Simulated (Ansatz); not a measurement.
We consider GaS (P6₃/mmc, No. 194), described by HSE06+SOC in Ansatz (PAW).

Run with plane-wave cutoff 460 eV, 9×9×2 k mesh (along the axes of the cell as run), Fermi–Dirac smearing 0.01 eV, PAW data made under PBE.

Cell (measured lattice):

```cif
data_Ga4S4
_chemical_formula_sum 'Ga4 S4'
_space_group_name_H-M_alt 'P 1'
_space_group_IT_number 1
_cell_length_a 3.58500
_cell_length_b 3.58500
_cell_length_c 15.50000
_cell_angle_alpha 90.000
_cell_angle_beta 90.000
_cell_angle_gamma 120.000
loop_
_space_group_symop_operation_xyz
  'x, y, z'
loop_
_atom_site_label
_atom_site_type_symbol
_atom_site_fract_x
_atom_site_fract_y
_atom_site_fract_z
_atom_site_occupancy
Ga1 Ga 0.33333 0.66667 0.17000 1
Ga2 Ga 0.66667 0.33333 0.67000 1
Ga3 Ga 0.33333 0.66667 0.33000 1
Ga4 Ga 0.66667 0.33333 0.83000 1
S1 S 0.33333 0.66667 0.60000 1
S2 S 0.66667 0.33333 0.10000 1
S3 S 0.33333 0.66667 0.90000 1
S4 S 0.66667 0.33333 0.40000 1
```

**Question.** Give the computed band gap and smallest direct gap on the k points sampled.

**Answer.** 
* **band gap**: 2.27 eV (indirect)
* **smallest direct gap on the k points sampled**: 2.63 eV

Note: cell and atoms aren't relaxed at this level (pressure 0.2 GPa).

Computed values are for the static lattice.

The result took very roughly 2.0 core-hours.

Ansatz is an electronic-structure program.
